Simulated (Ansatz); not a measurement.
Basis-set extrapolation for `CC(C)Cl` (PBE0-D4/def2-TZVP geometry, frozen core, Ansatz 0.2.0). Multiplicity 1, RHF reference.

```
                      def2-TZVPP   def2-QZVPP
                 HF  -577.244897  -577.263390
    MP2 correlation    -0.723060    -0.776103
CCSD(T) correlation    -0.804039      not run
```

Energies in hartree. Use E(X) = E(∞) + A·exp(−7.88·√X) for Hartree–Fock and E(X) = E(∞) + B·X^(−2.97) for correlation, with X = 3 and 4, and add CCSD(T) minus MP2 of the smaller set to the MP2 limit.

**Question.** What is the CCSD(T) energy at the basis-set limit?

**Answer.** HF limit: -577.263390 + (-0.018493) × 0.13774 = -577.26594. MP2 limit: -0.776103 + (-0.053043) × 0.74074 = -0.81539. Higher-order term: -0.804039 − (-0.723060) = -0.08098. Total: -578.16231 hartree, 297.7 kJ/mol below CCSD(T)/def2-TZVPP.
